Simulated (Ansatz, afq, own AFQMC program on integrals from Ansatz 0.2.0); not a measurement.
Two steps: Ansatz 0.2.0 writes the Fock matrix and Cholesky factors of the valence space, and afq projects on them the lowest state that overlaps trial and start.

```yaml
crystal:
  periodic: [false, false, false]
  atoms:
    - {symbol: N, position_ang: [0.000000, 0.000000, 0.137432]}
    - {symbol: N, position_ang: [0.000000, 0.000000, -1.305776]}
    - {symbol: H, position_ang: [0.000000, 0.000000, 1.168344]}
basis:
  gaussian: {orbitals: cc-pVDZ}
magnetization: {spin_polarized: true, initial_magnetization: 3}
correlation: {method: ccsd_t, electrons: outside_noble_gas, hamiltonian_folder: ham}
```

```sh
$ ansatz run in.yaml --threads 1 --pin off --events-out ev --progress --plain --max-ram 1382MiB
```

afq runs on the folder ham with

```
--method phaseless --trial cisd --walkers 60 --populations 1 --least-time 40 --time-step 0.005 --steps-per-block 50 --equilibration-blocks 28 --max-blocks 300 --target-error 0.0004 --factor-cut 1e-05 --start spin_pure --seed 8098 --release-times 0.24,0.51,0.99,1.62,2.4 --release-step 0.03 --release-every 4 --taylor-order 6
```

Times are imaginary, in 1/Eh. The walk had a cap of 766 s.

```
orbitals 31  electrons 7 4  factors 223 of 320
reference energy -109.28036895 Eh
CCSD correlation -0.26784010 Eh in 12 cycles, weight of the determinant in the CISD state 0.8947
energy of the start -109.546712 Eh
 block  time / (1/Eh)  mean weight  energy / Eh
     1     0.250  1.0027  -109.544815
     2     0.500  1.0027  -109.547069
     3     0.750  0.9981  -109.551832
     4     1.000  1.0026  -109.555399
     5     1.250  1.0000  -109.553014
     9     2.250  1.0008  -109.559097
    33     8.250  1.0033  -109.554487
    65    16.250  1.0001  -109.555345
    81    20.250  0.9973  -109.549758
    97    24.250  1.0020  -109.561037
   129    32.250  0.9994  -109.551876
   161    40.250  1.0017  -109.558347
   193    48.250  1.0002  -109.558432
   201    50.250  1.0040  -109.569760
   225    56.250  1.0002  -109.556631
   257    64.250  1.0016  -109.558969
   289    72.250  1.0005  -109.551696
   321    80.250  1.0000  -109.553641
blocks merged  error / Eh  count
     1  0.000286  300
     2  0.000352  150
     4  0.000419  75
     8  0.000516  37
    16  0.000442  18
    32  0.000470  9
released: time / (1/Eh)  energy / Eh  error  mean overlap
  0.24  -109.556919  0.000542  1.0068
  0.51  -109.557329  0.000448  0.9952
  0.99  -109.557691  0.000524  1.0086
  1.62  -109.558148  0.000846  0.9958
  2.40  -109.556026  0.001162  1.0156
energy -109.556363 +/- 0.000516 Eh
(rows thinned)
```

(1) Estimate how long the walk took on 1 thread of Intel(R) Xeon(R) 6975P-C (Granite Rapids) (shared host).

The run passed its tests (sampling time, drift between the halves within three errors, error under three times the target), which doesn't prove that it has relaxed.

Against this walk (error 14.0 meV) on the same determinant: CCSD(T) 22.6 meV higher (within the noise), CCSDT(Q) 25.5 meV lower (within the noise). The error is statistical and leaves out the bias of the constraint. Released to 1.62 1/Eh the energy moves by -49 ± 27 meV (both errors), within twice the noise.

Cautions: constraint bias not in the error; error above the target (14.0 against 10.9 meV); lower spins were not checked.

## Answers

(1) 4.6 min of wall time.

CCSDT and higher add their correlation energy to the determinant of the CCSD(T) run, since their own runs factorise the integrals more tightly (a shift of under 2 meV). A walk keeps the symmetry of its determinant, which the program's search chose and which needn't be the lowest solution, so a lower state of the same spin and another symmetry isn't excluded.
